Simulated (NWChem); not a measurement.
# One shape, several levels: C2H6S2 (dimethyl disulfide)

Aim: a comparison of 6 runs (SVWN5/LANL2DZ, SVWN5/SBKJC-VDZ, SVWN5/jorge-DZP, SVWN5/MINI, SVWN5/MIDI!, SVWN5/DGauss-DZVP) of C2H6S2 (dimethyl disulfide). 

The results are computed with NWChem 7.3.0.

## (1) The structure to begin with

C2H6S2: 10 atoms, total charge 0, spin state singlet. SMILES: `CSSC`. The coordinates come from a PBE0-D4/def2-TZVP relaxation. This is one conformer, not always the lowest.

Bond lengths: C1–S2 1.805 Å, S2–S3 2.027 Å, S3–C4 1.805 Å, C1–H5 1.090 Å, C1–H6 1.089 Å, C1–H7 1.093 Å, C4–H8 1.093 Å, C4–H9 1.090 Å, C4–H10 1.089 Å. Some angles: C1–S2–S3 103.4°, S2–S3–C4 103.4°, S2–C1–H5 111.3°, S2–C1–H6 110.5°, S2–C1–H7 106.2°, S3–C4–H8 106.2°, S3–C4–H9 111.3°, S3–C4–H10 110.6°, H5–C1–H6 110.3°, H5–C1–H7 109.0°.

## (2) Energy and gradient at SVWN5/LANL2DZ (core potential) (run 1)

The input, c2h6s2.xyz:

```xyz
10
C2H6S2
C     -1.051300     1.501800    -0.317200
S      0.740400     1.356700    -0.153900
S      0.967800    -0.119700     1.216900
C      0.915200    -1.624600     0.221900
H     -1.485400     0.595200    -0.738400
H     -1.506100     1.726500     0.646700
H     -1.228700     2.332500    -1.004300
H      1.095800    -2.452600     0.911400
H     -0.061400    -1.758100    -0.243200
H      1.696600    -1.608900    -0.536800
```

The input, c2h6s2.nw:

```
start c2h6s2
title "C2H6S2"
memory 2200 mb
charge 0
geometry units angstrom noautosym nocenter noautoz
  load c2h6s2.xyz
end
basis "ao basis" spherical bse
  * library LANL2DZ
end
ecp bse
  S library LANL2DZ
end
dft
  xc slater vwn_5
  grid fine
  convergence energy 1e-08
  iterations 100
  mulliken
  print low
end
task dft gradient
```

The run is started by

```console
nwchem c2h6s2.nw > c2h6s2.out
```

What it wrote:

```text
[...]
 d= 0,ls=0.0,diis     1    -99.0974938351 -1.86D+02  2.29D-02  3.05D-01     0.6
[...]
 d= 0,ls=0.0,diis     8    -99.1337047965 -1.26D-10  2.52D-06  8.79D-09     2.4
         Total DFT energy =      -99.133704796477
      One electron energy =     -310.192986476473
           Coulomb energy =      140.768312689743
    Exchange-Corr. energy =      -16.647886411286
 Nuclear repulsion energy =       86.938855401539
[...]
      Total Density - Mulliken Population Analysis
     ---------------------------------------------
    Atom       Charge   Shell Charges
 -----------   ------   -------------------------------------------------------
    1 C    6     6.95   2.00  0.71  0.81  2.78  0.65
    2 S    6     5.93   1.04  0.88  2.25  1.75
    3 S    6     5.93   1.04  0.88  2.25  1.75
    4 C    6     6.95   2.00  0.71  0.81  2.78  0.65
    5 H    1     0.72   0.49  0.23
    6 H    1     0.70   0.49  0.21
    7 H    1     0.71   0.49  0.22
    8 H    1     0.71   0.49  0.22
    9 H    1     0.72   0.49  0.23
   10 H    1     0.70   0.49  0.21
[...]
                         DFT ENERGY GRADIENTS
    atom               coordinates                        gradient
                 x          y          z           x          y          z
   1 C      -1.986669   2.837990  -0.599421    0.016907  -0.002070   0.002495
   2 S       1.399153   2.563791  -0.290829   -0.022391  -0.056679   0.051624
   3 S       1.828877  -0.226200   2.299608   -0.010382   0.032484  -0.072235
   4 C       1.729477  -3.070049   0.419330    0.000620   0.014995   0.008536
   5 H      -2.806999   1.124765  -1.395374    0.005679   0.007127   0.003115
   6 H      -2.846116   3.262612   1.222086    0.005580  -0.001588  -0.007229
   7 H      -2.321906   4.407786  -1.897852    0.003470  -0.006141   0.004945
   8 H       2.070762  -4.634742   1.722296   -0.001365   0.007707  -0.003625
   9 H      -0.116029  -3.322327  -0.459581    0.007590   0.002672   0.005236
  10 H       3.206109  -3.040380  -1.014405   -0.005709   0.001493   0.007138
[...]
```

Run time: 3.9 s. Hardware: 1 thread of Intel Xeon 6975P-C (Granite Rapids), shared host; peak memory 0.12 GiB.

## (3) Energy and gradient at SVWN5/SBKJC-VDZ (core potential) (run 2)

The input, work.xyz:

```xyz
10

C     -1.051300     1.501800    -0.317200
S      0.740400     1.356700    -0.153900
S      0.967800    -0.119700     1.216900
C      0.915200    -1.624600     0.221900
H     -1.485400     0.595200    -0.738400
H     -1.506100     1.726500     0.646700
H     -1.228700     2.332500    -1.004300
H      1.095800    -2.452600     0.911400
H     -0.061400    -1.758100    -0.243200
H      1.696600    -1.608900    -0.536800
```

The input, work.nw:

```
START work
memory 2200 mb

GEOMETRY units angstroms noautosym nocenter noautoz
   load format xyz work.xyz
END

BASIS spherical bse
   C library SBKJC-VDZ
   S library SBKJC-VDZ
   H library SBKJC-VDZ
END

ECP bse
   C library SBKJC-VDZ
   S library SBKJC-VDZ
END

DFT
   xc slater vwn_5
   grid fine
   convergence energy 1e-08
   iterations 100
   mulliken
   print low
END

TASK dft gradient
```

The run is started by

```console
nwchem work.nw > work.out
```

What it wrote:

```text
[...]
 d= 0,ls=0.0,diis     1    -34.8838525969 -1.00D+02  2.56D-02  1.10D-01     0.5
[...]
 d= 0,ls=0.0,diis     8    -34.9084355514 -3.08D-11  1.26D-06  1.15D-09     2.2
         Total DFT energy =      -34.908435551444
      One electron energy =     -182.492050606735
           Coulomb energy =       92.024625411836
    Exchange-Corr. energy =       -9.881374500170
 Nuclear repulsion energy =       65.440364143625
[...]
      Total Density - Mulliken Population Analysis
     ---------------------------------------------
    Atom       Charge   Shell Charges
 -----------   ------   -------------------------------------------------------
    1 C    4     4.70   1.15  2.72  0.12  0.71
    2 S    6     5.99   1.58  3.29  0.41  0.70
    3 S    6     5.99   1.58  3.29  0.41  0.70
    4 C    4     4.70   1.15  2.72  0.12  0.71
    5 H    1     0.78   0.44  0.34
    6 H    1     0.76   0.43  0.33
    7 H    1     0.78   0.43  0.34
    8 H    1     0.78   0.43  0.34
    9 H    1     0.78   0.44  0.34
   10 H    1     0.76   0.43  0.33
[...]
                         DFT ENERGY GRADIENTS
    atom               coordinates                        gradient
                 x          y          z           x          y          z
   1 C      -1.986669   2.837990  -0.599421    0.017402  -0.001365   0.002061
   2 S       1.399153   2.563791  -0.290829   -0.030186  -0.057335   0.051430
   3 S       1.828877  -0.226200   2.299608   -0.011254   0.026746  -0.077488
   4 C       1.729477  -3.070049   0.419330    0.000891   0.014857   0.009454
   5 H      -2.806999   1.124765  -1.395374    0.009185   0.013533   0.006204
   6 H      -2.846116   3.262612   1.222086    0.008990  -0.003271  -0.014058
   7 H      -2.321906   4.407786  -1.897852    0.004330  -0.012077   0.009922
   8 H       2.070762  -4.634742   1.722296   -0.002626   0.013345  -0.008856
   9 H      -0.116029  -3.322327  -0.459581    0.014576   0.004002   0.008739
  10 H       3.206109  -3.040380  -1.014405   -0.011308   0.001565   0.012591
[...]
```

It took 3.6 s on 1 thread of Intel Xeon 6975P-C (Granite Rapids), shared host; peak memory 0.12 GiB.

Runs 3 to 5 aren't shown in full; the table further down has their settings and results.

## (4) Energy and forces at SVWN5/DGauss-DZVP (run 6)

The input, c2h6s2.nw:

```
start c2h6s2
memory stack 880 mb heap 220 mb global 1100 mb

geometry units angstrom noautosym nocenter noautoz
  C     -1.051300     1.501800    -0.317200
  S      0.740400     1.356700    -0.153900
  S      0.967800    -0.119700     1.216900
  C      0.915200    -1.624600     0.221900
  H     -1.485400     0.595200    -0.738400
  H     -1.506100     1.726500     0.646700
  H     -1.228700     2.332500    -1.004300
  H      1.095800    -2.452600     0.911400
  H     -0.061400    -1.758100    -0.243200
  H      1.696600    -1.608900    -0.536800
end

basis spherical bse
  * library DGauss-DZVP
end

dft
  xc slater vwn_5
  grid fine
  convergence energy 1e-08
  iterations 100
  mulliken
  noprint "final vectors analysis"
end

task dft gradient
```

The run is started by

```console
nwchem c2h6s2.nw > c2h6s2.out
```

What it wrote:

```text
[...]
          Wavefunction type:  closed shell.
          No. of atoms     :    10
          No. of electrons :    50
[...]
          Charge           :     0
          Spin multiplicity:     1
[...]
          AO basis - number of functions:    76
[...]
              XC Information
              --------------
                        Slater Exchange Functional  1.000 local
                      VWN V Correlation Functional  1.000 local
[...]
 d= 0,ls=0.0,diis     1   -872.6089064655 -1.10D+03  1.21D-02  5.71D-01     1.2
[...]
 d= 0,ls=0.0,diis     8   -872.6492430296 -1.36D-09  6.94D-06  1.51D-07     6.3
         Total DFT energy =     -872.649243029626
      One electron energy =    -1649.698117902018
           Coulomb energy =      614.650586426021
    Exchange-Corr. energy =      -60.810292590919
 Nuclear repulsion energy =      223.208581037290
[...]
      Total Density - Mulliken Population Analysis
     ---------------------------------------------
    Atom       Charge   Shell Charges
 -----------   ------   -------------------------------------------------------
    1 C    6     6.88   2.00  0.76  0.66  2.67  0.74  0.05
    2 S   16    15.96   2.00  2.00  1.13  0.75  5.98  3.18  0.84  0.08
    3 S   16    15.96   2.00  2.00  1.13  0.75  5.98  3.18  0.84  0.08
    4 C    6     6.88   2.00  0.76  0.66  2.67  0.74  0.05
    5 H    1     0.73   0.54  0.19
    6 H    1     0.71   0.54  0.17
    7 H    1     0.72   0.53  0.18
    8 H    1     0.72   0.53  0.18
    9 H    1     0.73   0.54  0.19
   10 H    1     0.71   0.54  0.17
[...]
  wavefunction    = closed shell
                         DFT ENERGY GRADIENTS
    atom               coordinates                        gradient
                 x          y          z           x          y          z
   1 C      -1.986669   2.837990  -0.599421   -0.006885   0.001226  -0.000922
   2 S       1.399153   2.563791  -0.290829   -0.002941  -0.008128   0.007966
   3 S       1.828877  -0.226200   2.299608   -0.001123   0.005108  -0.010543
   4 C       1.729477  -3.070049   0.419330    0.000154  -0.006192  -0.003286
   5 H      -2.806999   1.124765  -1.395374    0.004213   0.006992   0.003302
   6 H      -2.846116   3.262612   1.222086    0.004264  -0.001843  -0.007244
   7 H      -2.321906   4.407786  -1.897852    0.002056  -0.005997   0.004877
   8 H       2.070762  -4.634742   1.722296   -0.001344   0.006534  -0.004432
   9 H      -0.116029  -3.322327  -0.459581    0.007562   0.001704   0.004110
  10 H       3.206109  -3.040380  -1.014405   -0.005956   0.000596   0.006172
[...]
```

It took 9 s on 1 thread of Intel Xeon 6975P-C (Granite Rapids), shared host; peak memory 0.12 GiB.

## (5) Overview of the runs

```tsv
run	level	core potential	energy (Eh)	largest force (eV/Å)	wall time
1	SVWN5/LANL2DZ (core potential)	LANL2DZ	-99.133705	4.108	3.9 s
2	SVWN5/SBKJC-VDZ (core potential)	SBKJC-VDZ	-34.908436	4.255	3.6 s
3	SVWN5/jorge-DZP	–	-872.726927	0.758	15 s
4	SVWN5/MINI	–	-867.998600	5.664	3.3 s
5	SVWN5/MIDI!	–	-868.385094	0.699	5.1 s
6	SVWN5/DGauss-DZVP	–	-872.649243	0.605	9 s
```

## (6) Results

| quantity | value |
| --- | --- |
| run 6: total energy | -872.64924 Eh |
| run 6: dipole moment | 2.25 D |
| run 6: largest force on an atom | 0.605 eV/Å |

**Reading.** Over runs 4, 5, 6 the dipole moment (its size) runs from 1.96 D (SVWN5/MINI) to 2.69 D (SVWN5/MIDI!). Some runs of one species differ in core potentials or relativity; totals across that change don't compare. In run 4 the basis is minimal, so the values are rough. All runs together took 40 s, the longest 15 s.
